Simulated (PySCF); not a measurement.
# Functional dependence of a UV spectrum

2-butyne, C₄H₆.
Bonds: C1–C2, C2–C3 (triple), C3–C4. Hydrogens: H5, H6, H7 on C1; H8, H9, H10 on C4.

Linear-response calculations in the def2-SVPD basis (PySCF; singlets by full response, triplets Tamm–Dancoff, core orbitals frozen in the response; HF means time-dependent Hartree–Fock). 'Strongest' is the level of largest summed f among the singlets computed (10 roots, of which the last may lack a degenerate partner); it can jump between rows when another state enters that window. S1 is the lowest singlet of each run and needn't be the same state throughout; f(S1) is that of one state. Geometry: PBE0-D3(BJ)/def2-SVP; no solvent, vibrations or thermal averaging.

```tsv
functional	kind	S1 (eV)	f(S1)	strongest (eV)	T1 (eV)	HOMO (eV)	gap (eV)	ionisation energy, ΔSCF (eV)
LDA	LDA	6.16	0.001	8.20	5.54	-6.04	6.15	9.52
PBE	GGA	6.06	0.001	8.14	5.33	-5.91	6.05	9.34
B3LYP	global hybrid, 20% exact exchange	6.39	0.002	8.59	5.37	-6.90	7.36	9.46
PBE0	global hybrid, 25% exact exchange	6.54	0.000	8.85	5.30	-7.13	7.91	9.43
CAM-B3LYP	range-separated hybrid	6.53	0.000	9.15	5.39	-8.48	9.82	9.52
wB97X-D	range-separated hybrid	6.58	0.000	9.34	5.47	-8.99	11.35	9.47
LC-wPBE	range-separated hybrid	6.61	0.000	9.74	5.30	-9.89	12.31	9.60
HF	Hartree–Fock	6.21	0.000	10.16	4.79	-9.86	12.48	not settled
```

What does BHandHLYP (global hybrid, 50% exact exchange) give?

S1 (eV) 6.48, f(S1) 0.000, strongest (eV) 9.30, T1 (eV) 5.30, HOMO (eV) -8.21, gap (eV) 9.38, ionisation energy, ΔSCF (eV) 9.35. S1 runs from 6.06 eV (PBE) to 6.61 eV (LC-wPBE), a spread of 0.55 eV, while the orbital gap spreads over 6.4 eV. −ε(HOMO) comes closest to its own ΔSCF ionisation energy with LC-wPBE (+0.28 eV) and misses most with LDA (-3.48 eV). 'Not settled' means that the ion's SCF failed to converge or may have ended in another state than the lowest.
